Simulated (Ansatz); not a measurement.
in.yaml

```yaml
crystal:
  periodic: [false, false, false]
  atoms:
    - {symbol: Ge, position_ang: [-0.031599, -0.010142, 0.264161]}
    - {symbol: O, position_ang: [0.063241, 0.091234, -1.191233]}
    - {symbol: H, position_ang: [0.754948, -1.268464, 0.735893]}
    - {symbol: H, position_ang: [0.622950, 1.296913, 0.766210]}
    - {symbol: H, position_ang: [-0.104491, -0.745751, -1.630744]}
basis:
  gaussian: {orbitals: cc-pVDZ}
magnetization: {spin_polarized: true, initial_magnetization: 1}
correlation: {method: ccsdt_q, electrons: outside_noble_gas}
```

```sh
$ ansatz run in.yaml --threads 1 --pin off --events-out ev --progress --plain --max-ram 2393MiB
```

The program prints:

```
1088 factors; integrals over basis functions are off by at most 2.4e-7 eV
mean field evaluation 1: about -58552.1194 eV, gradient 2.2e1 eV
mean field evaluation 2: about -58552.1259 eV, gradient 2.2e1 eV
mean field evaluation 4: about -58554.1282 eV, gradient 1.8e0 eV
mean field evaluation 8: about -58554.1667 eV, gradient 1.0e-3 eV
mean field evaluation 16: about -58554.1585 eV, gradient 1.9e-1 eV
mean field evaluation 32: about -58549.1496 eV, gradient 3.7e-2 eV
mean field -58554.16669544 eV, -2151.8259366179 hartree, gradient 1.8e-6 eV, S^2 0.754158; 0 other end points of the search recorded, 0 dependent functions left out
15 core orbitals not correlated: weight in the atoms' cores, before any rotation towards them, 0.919 or more for the frozen orbitals, at most 0.076 for the correlated occupied ones
reference -58554.16669544 eV, -2151.8259366179 hartree; 7, 6 occupied and 34, 35 virtual orbitals, 1088 factors
second order -7.32759759 eV of doubles, -0.00000000 eV of singles
cycle   1  -7.67144571 eV  change   -3.4e-1 eV  update   7.3e-2
cycle   2  -7.97212077 eV  change   -3.0e-1 eV  update   3.1e-2
cycle   3  -8.11727871 eV  change   -1.5e-1 eV  update   1.7e-2
cycle   4  -8.11052528 eV  change    6.8e-3 eV  update   5.3e-3
cycle   5  -8.10831258 eV  change    2.2e-3 eV  update   2.9e-3
cycle   6  -8.10965158 eV  change   -1.3e-3 eV  update   1.1e-3
cycle   7  -8.10965900 eV  change   -7.4e-6 eV  update   5.1e-4
cycle   8  -8.10957893 eV  change    8.0e-5 eV  update   2.1e-4
cycle   9  -8.10961893 eV  change   -4.0e-5 eV  update   9.9e-5
cycle  10  -8.10963298 eV  change   -1.4e-5 eV  update   4.3e-5
cycle  11  -8.10961476 eV  change    1.8e-5 eV  update   2.2e-5
cycle  12  -8.10962198 eV  change   -7.2e-6 eV  update   1.1e-5
cycle  13  -8.10962673 eV  change   -4.7e-6 eV  update   4.2e-6
cycle  14  -8.10963059 eV  change   -3.9e-6 eV  update   2.0e-6
cycle  15  -8.10963281 eV  change   -2.2e-6 eV  update   8.7e-7
cycle  16  -8.10963296 eV  change   -1.4e-7 eV  update   4.2e-7
perturbative correction -0.01600487 eV, -0.0005881680 hartree
Total energy: -58562.29233327 eV, -2152.1245483001 hartree
```

Ran on 1 thread of Arm Neoverse V1, shared host: 80 s wall, 0.62 GiB peak host memory.
